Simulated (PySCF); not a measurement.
Unknown compound

Molecular formula: C$_{3}$H$_{6}$O. Simulated spectra:

1H NMR (400 MHz, computed): δ 3.56 (m, 1H), 0.65 (br s, 1H), 0.44 (m, 2H), 0.42 (m, 2H).

13C{1H} NMR (computed): δ 51.5, 10.6 (2C).

One averaged value for each set of equivalent atoms, no solvent model, one computed conformer, no relativistic terms. PBE0-D3(BJ)/def2-SVP geometry; spin–spin couplings from B3LYP/pcJ-1 (without the spin–dipole term); NMR shieldings at PBE/pcSseg-2/GIAO; PySCF 2.14.0 with density-fitted response routines.

Scale: TMS for 1H (σ = 31.18 ppm), 13C (σ = 179.39 ppm) (reference shieldings calculated alike).

Question: Propose a structure and justify it.

Answer: 
Rings plus π bonds: 1 (1 ring in the answer). 2 carbon signals for 3 carbons: some carbons are equivalent by symmetry or fast rotation. Carbon types of the structure: 1 × CH, 2 × CH2, leaving 1 H on heteroatoms. δC 51.5, 10.6: three-membered-ring carbon. δH 3.56, 0.44, 0.42: hydrogen on a three-membered-ring carbon. δH 0.65: hydrogen on an alcohol oxygen; labile proton, position sensitive to the medium.

These data were computed for Cyclopropanol (OC1CC1).

Exchangeable OH/NH protons stand at their gas-phase positions; hydrogen bonding in a real sample shifts them, mostly to higher δ. Splittings below 1 Hz are ignored in the labels, and close J values are merged. Couplings among chemically equivalent protons are left out too, so labels in AA′BB′ or AA′XX′ sets are apparent multiplicities. Unscaled 3J(H,H) at this level run about 10 % above measured values. Shifts are as computed, not scaled to solution data. Of 1211 compounds with measured shifts, 218 miss one by over three times the rms of a fit or turn the order of signals round; such compounds aren't used in these exercises.
